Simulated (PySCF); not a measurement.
# C2H3B: geometry, NMR shifts, spin-spin couplings, electronic excitations and core binding energies

Aim: predict the NMR shifts, spin-spin couplings, electronic excitations and core binding energies of C2H3B (`BC#C`).

Programs: PySCF 2.14.0, with density-fitted response routines of our own. Each step states its level of theory. These are calculated values for one molecule in the gas phase, unless marked as measured. Atoms are numbered from 0 throughout.

### Step 1. The molecule as given

6 atoms, charge 0, multiplicity 1; geometry from: GFN2-xTB.

Bonds of the start (Å): B0–C1 1.50, C1–C2 1.21, B0–H3 1.17, B0–H4 1.17, C2–H5 1.05.

### Step 2. Relaxing the molecule at PBE0-D3(BJ)/def2-SVP

Job settings and geometry (Å):

```
{"job": {"xc": "PBE0", "basis": "def2-SVP", "d3": "d3bj", "grid": 1, "kind": "geom"}, "charge": 0, "multiplicity": 1}
B     -1.128700     0.062980     0.039090
C      0.361660    -0.021120     0.149240
C      1.563970    -0.084800     0.237350
H     -1.797080    -0.594030     0.738630
H     -1.605630     0.784330    -0.748200
H      2.612020    -0.143380     0.313760
```

**Question.** This job is followed by: GIAO PBE0/pcSseg-1 NMR shielding, non-relativistic, gas phase; B3LYP/pcJ-1 indirect spin-spin coupling, non-relativistic, gas phase; TDDFT B3LYP/def2-SVPD, vertical, gas phase, core orbitals frozen in the response; GIAO HF/pcSseg-2 NMR shielding, non-relativistic, gas phase; delta-SCF UKS SCAN, pcX-2 on the ionised atom, pcseg-1 elsewhere, spin-free X2C. What will the session give for the following? point group; rotational constants (main isotopes); 13C shifts against TMS (PBE0/pcSseg-1); 1H shifts against TMS (PBE0/pcSseg-1, means over atoms taken as alike); 11B shifts against BF3·OEt2 (PBE0/pcSseg-1); largest coupling of the table (B3LYP/pcJ-1); lowest singlet (B3LYP/def2-SVPD); brightest single state of those computed; lowest triplet; vertical ionisation energy (ΔSCF); vertical electron affinity (ΔSCF); range of the shift of C1.

The runs gave:

```
                                                              quantity                        value
                                                           point group                          C2v
                                  rotational constants (main isotopes)       229.34, 8.89, 8.56 GHz
                                13C shifts against TMS (PBE0/pcSseg-1)              148.9, 98.9 ppm
1H shifts against TMS (PBE0/pcSseg-1, means over atoms taken as alike)               6.82, 5.92 ppm
                           11B shifts against BF3·OEt2 (PBE0/pcSseg-1)                     70.2 ppm
                           largest coupling of the table (B3LYP/pcJ-1)      1J(C,H) C2–H5, 266.4 Hz
                                      lowest singlet (B3LYP/def2-SVPD)  3.75 eV (331 nm), f = 0.000
                              brightest single state of those computed  state 7, 7.98 eV, f = 0.566
                                                        lowest triplet                      3.42 eV
                                     vertical ionisation energy (ΔSCF)                     10.50 eV
                                     vertical electron affinity (ΔSCF)                      0.39 eV
                                              range of the shift of C1             79.8 to 98.9 ppm
```

**Reading.** Over 5 steps the energy fell by 0.060 eV; of the close pairs, B0–H4 changed most, 1.169 to 1.207 Å. At PBE0/pcSseg-1: The largest span, 315 ppm, is at C1, where the paramagnetic term is -170 ppm. Of the pairs tabulated at B3LYP/pcJ-1, C2–H5 couples most strongly (266.4 Hz; Fermi contact 267.8 Hz). The first singlet state (HOMO→LUMO 0.99) lies at 3.75 eV and is dark; of the 10 states computed, the strongest absorption comes from state 7 at 7.98 eV. The lowest triplet lies 0.33 eV below the lowest singlet (triplets in Tamm-Dancoff, singlets in full TDDFT). ΔSCF puts the ionisation energy at 10.50 eV, 2.65 eV above −ε(HOMO). Across the 2 runs the shift of C1 moves most, between 79.8 (HF/pcSseg-2) and 98.9 ppm (PBE0/pcSseg-1).
